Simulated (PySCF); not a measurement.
PySCF job for S2, SMILES S=S (connectivity only; charge and spin as stated), neutral, multiplicity 3, TDA-LC-ωPBE/def2-TZVPD. The structure is a stationary point at PBE-D3(BJ)/def2-TZVPD.

```python
import numpy as np
from pyscf import gto, scf, dft, tdscf

mol = gto.M(
    atom='''
    S     0.00000000    0.00000000   -0.95527645
    S     0.00000000    0.00000000    0.95527645
    ''',
    basis='def2-TZVPD',
    charge=0,
    spin=2,
    max_memory=2000,
    verbose=4,
)
mf = dft.UKS(mol, xc='lc_wpbe').density_fit(auxbasis='def2-universal-jkfit')
mf.grids.level = 3
mf.conv_tol = 1e-9
mf.max_cycle = 100
mf.kernel()
fine, coarse = mf.grids, dft.Grids(mol).set(level=1).build(with_non0tab=True)
for _ in range(3):  # follow internal instabilities
    mf.grids = coarse
    mo, _, stable, _ = mf.stability(return_status=True, nroots=4)
    mf.grids = fine
    if stable:
        break
    mf.kernel(mf.make_rdm1(mo, mf.mo_occ))
mf.grids = dft.Grids(mol).set(level=1).build(with_non0tab=True)  # coarser grid for the response kernel
td = tdscf.TDA(mf)
td.nstates = 10
td.conv_tol = 1e-4
td.kernel(x0=td.get_init_guess(mf, 15))
td.analyze()
```

Output:

```
PySCF version 2.14.0

[INPUT] verbose = 4
[INPUT] num. atoms = 2
[INPUT] num. electrons = 32
[INPUT] charge = 0
[INPUT] spin (= nelec alpha-beta = 2S) = 2
[INPUT] symmetry False subgroup None
[INPUT] Mole.unit = angstrom
[INPUT] Symbol           X                Y                Z      unit          X                Y                Z       unit  Magmom
[INPUT]  1 S      0.000000000000   0.000000000000  -0.955276450000 AA    0.000000000000   0.000000000000  -1.805210863747 Bohr   0.0
[INPUT]  2 S      0.000000000000   0.000000000000   0.955276450000 AA    0.000000000000   0.000000000000   1.805210863747 Bohr   0.0

nuclear repulsion = 70.9058440598635
number of shells = 32
number of NR pGTOs = 144
number of NR cGTOs = 92
basis = def2-TZVPD
ecp = {}


[settings echo left out]
init E= -796.160202576091
  alpha nocc = 17  HOMO = -0.226119471529982  LUMO = -0.000448211444087576
  beta  nocc = 15  HOMO = -0.444026188857919  LUMO = -0.226119471529992

WARN: HOMO -0.226119471529982 >= LUMO -0.226119471529992

cycle= 1 E= -796.140190866975  delta_E= 0.02  |g|= 0.146  |ddm|= 1.01
  alpha nocc = 17  HOMO = -0.376997637845509  LUMO = 0.0412264256167738
  beta  nocc = 15  HOMO = -0.459545147048971  LUMO = -0.0757486138541379
  HOMO = -0.376997637846  LUMO = -0.0757486138541  gap/eV = 8.19740
cycle= 2 E= -796.15142883517  delta_E= -0.0112  |g|= 0.0777  |ddm|= 0.128
  alpha nocc = 17  HOMO = -0.361667520217864  LUMO = 0.0444173829752046
  beta  nocc = 15  HOMO = -0.434463710172543  LUMO = -0.0563333214975623
  HOMO = -0.361667520218  LUMO = -0.0563333214976  gap/eV = 8.30857
cycle= 3 E= -796.153953518099  delta_E= -0.00252  |g|= 0.0167  |ddm|= 0.0601
  alpha nocc = 17  HOMO = -0.363498915983872  LUMO = 0.0448098324271449
  beta  nocc = 15  HOMO = -0.434896256598614  LUMO = -0.052536006408806
  HOMO = -0.363498915984  LUMO = -0.0525360064088  gap/eV = 8.46173
cycle= 4 E= -796.154413019152  delta_E= -0.00046  |g|= 0.00385  |ddm|= 0.0288
  alpha nocc = 17  HOMO = -0.364604360449445  LUMO = 0.0447013920133585
  beta  nocc = 15  HOMO = -0.435457962797982  LUMO = -0.0522345436789866
  HOMO = -0.364604360449  LUMO = -0.052234543679  gap/eV = 8.50002
cycle= 5 E= -796.154438502963  delta_E= -2.55e-05  |g|= 0.000845  |ddm|= 0.0079
  alpha nocc = 17  HOMO = -0.364660548434308  LUMO = 0.0446908404550186
  beta  nocc = 15  HOMO = -0.435595336616329  LUMO = -0.0521654056784033
  HOMO = -0.364660548434  LUMO = -0.0521654056784  gap/eV = 8.50343
cycle= 6 E= -796.154439131687  delta_E= -6.29e-07  |g|= 0.000263  |ddm|= 0.00125
  alpha nocc = 17  HOMO = -0.36463356663308  LUMO = 0.0446898610453914
  beta  nocc = 15  HOMO = -0.435556905323004  LUMO = -0.0521127142344694
  HOMO = -0.364633566633  LUMO = -0.0521127142345  gap/eV = 8.50413
cycle= 7 E= -796.154439212719  delta_E= -8.1e-08  |g|= 4.72e-05  |ddm|= 0.000356
  alpha nocc = 17  HOMO = -0.36464700328208  LUMO = 0.0446865897554432
  beta  nocc = 15  HOMO = -0.435577645965321  LUMO = -0.052127149993864
  HOMO = -0.364647003282  LUMO = -0.0521271499939  gap/eV = 8.50410
cycle= 8 E= -796.154439216264  delta_E= -3.55e-09  |g|= 1.1e-05  |ddm|= 8.81e-05
  alpha nocc = 17  HOMO = -0.364643156561816  LUMO = 0.0446871650467671
  beta  nocc = 15  HOMO = -0.43557513112874  LUMO = -0.0521243871130583
  HOMO = -0.364643156562  LUMO = -0.0521243871131  gap/eV = 8.50407
cycle= 9 E= -796.154439216465  delta_E= -2e-10  |g|= 2.06e-06  |ddm|= 2.98e-05
  alpha nocc = 17  HOMO = -0.364643236606951  LUMO = 0.0446871724908533
  beta  nocc = 15  HOMO = -0.43557522076417  LUMO = -0.0521245568826954
  HOMO = -0.364643236607  LUMO = -0.0521245568827  gap/eV = 8.50407
Extra cycle  E= -796.154439216472  delta_E= -7.28e-12  |g|= 8.97e-07  |ddm|= 4.2e-06
converged SCF energy = -796.154439216472  <S^2> = 2.0222785  2S+1 = 3.0148158
tot grids = 12632
uhf_internal: lowest eigs of H = [0.13353484 0.13354779 0.30101205 0.30103962]
<class 'pyscf.df.df_jk.DFUKS'> wavefunction is stable in the internal stability analysis
tot grids = 12632


******** <class 'pyscf.tdscf.uks.TDA'> for <class 'pyscf.df.df_jk.DFUKS'> ********
nstates = 10
deg_eia_thresh = 1.000e-03
wfnsym = None
conv_tol = 0.0001
eigh lindep = 1e-12
eigh level_shift = 0
eigh max_cycle = 100


Excitation energies (eV)
[3.08129273 3.08132939 3.21310388 4.7678196  4.7678196  4.83141688
 5.07943875 5.07943875 6.96373152 6.96373152]

** Excitation energies and oscillator strengths **
Excited State   1:      3.08129 eV    402.38 nm  f=0.0000
      14b ->   16b      0.24488
      14b ->   17b     -0.65668
      15b ->   16b     -0.65668
      15b ->   17b     -0.24488
Excited State   2:      3.08133 eV    402.37 nm  f=0.0000
      14b ->   16b      0.65668
      14b ->   17b      0.24488
      15b ->   16b      0.24488
      15b ->   17b     -0.65668
Excited State   3:      3.21310 eV    385.87 nm  f=0.0000
      14b ->   16b     -0.42694
      14b ->   17b     -0.55759
      15b ->   16b      0.55759
      15b ->   17b     -0.42694
Excited State   4:      4.76782 eV    260.04 nm  f=0.0000
      13b ->   16b     -0.87460
      13b ->   17b      0.45035
Excited State   5:      4.76782 eV    260.04 nm  f=0.0000
      13b ->   16b      0.45035
      13b ->   17b      0.87460
Excited State   6:      4.83142 eV    256.62 nm  f=0.1636
      13a ->   18a     -0.11146
      13a ->   24a      0.17315
      13b ->   25b     -0.15297
      14b ->   16b     -0.51787
      14b ->   17b      0.39653
      15b ->   16b     -0.39653
      15b ->   17b     -0.51787
Excited State   7:      5.07944 eV    244.09 nm  f=0.0011
      16a ->   18a      0.38974
      16a ->   24a     -0.39523
      17a ->   18a     -0.56836
      17a ->   24a      0.57637
Excited State   8:      5.07944 eV    244.09 nm  f=0.0011
      16a ->   18a     -0.56836
      16a ->   24a      0.57637
      17a ->   18a     -0.38974
      17a ->   24a      0.39523
Excited State   9:      6.96373 eV    178.04 nm  f=0.0000
      14a ->   24a     -0.14799
      16a ->   25a     -0.10056
      17a ->   21a      0.24511
      17a ->   25a     -0.83595
      17a ->   31a      0.10768
      14b ->   25b     -0.10906
      15b ->   18b     -0.20842
      15b ->   25b     -0.28283
Excited State  10:      6.96373 eV    178.04 nm  f=0.0000
      15a ->   24a      0.14799
      16a ->   21a     -0.24511
      16a ->   25a      0.83595
      16a ->   31a     -0.10768
      17a ->   25a     -0.10056
      14b ->   18b      0.20842
      14b ->   25b      0.28283
      15b ->   25b     -0.10906

** Transition electric dipole moments (AU) **
state          X           Y           Z        Dip. S.      Osc.
  1        -0.0000     -0.0000      0.0000      0.0000      0.0000
  2         0.0000      0.0000     -0.0000      0.0000      0.0000
  3         0.0000      0.0000     -0.0000      0.0000      0.0000
  4        -0.0000      0.0000     -0.0000      0.0000      0.0000
  5         0.0000      0.0000     -0.0000      0.0000      0.0000
  6        -0.0000     -0.0000      1.1757      1.3823      0.1636
  7         0.0143      0.0928     -0.0000      0.0088      0.0011
  8         0.0928     -0.0143     -0.0000      0.0088      0.0011
  9         0.0000      0.0000      0.0000      0.0000      0.0000
 10        -0.0000      0.0000      0.0000      0.0000      0.0000

** Transition velocity dipole moments (imaginary part, AU) **
state          X           Y           Z        Dip. S.      Osc.
  1         0.0000     -0.0000      0.0000      0.0000      0.0000
  2        -0.0000      0.0000     -0.0000      0.0000      0.0000
  3         0.0000      0.0000     -0.0000      0.0000      0.0000
  4         0.0000      0.0000      0.0000      0.0000      0.0000
  5        -0.0000     -0.0000     -0.0000      0.0000      0.0000
  6         0.0000     -0.0000     -0.0372      0.0014      0.0052
  7         0.0142      0.0924     -0.0000      0.0087      0.0312
  8         0.0924     -0.0142      0.0000      0.0087      0.0312
  9         0.0000      0.0000      0.0000      0.0000      0.0000
 10        -0.0000      0.0000      0.0000      0.0000      0.0000

** Transition magnetic dipole moments (imaginary part, AU) **
state          X           Y           Z
  1        -0.0000     -0.0000      0.0000
  2         0.0000     -0.0000      0.0000
  3        -0.0000      0.0000      0.0000
  4        -0.3341     -0.9844     -0.0000
  5        -0.9844      0.3341     -0.0000
  6        -0.0000     -0.0000     -0.0000
  7         0.0000     -0.0000      0.0000
  8        -0.0000     -0.0000      0.0000
  9        -0.6224      0.7427     -0.0000
 10        -0.7427     -0.6224     -0.0000
```

Self-consistency was reached.

Cost: around 50 core-seconds (rough).
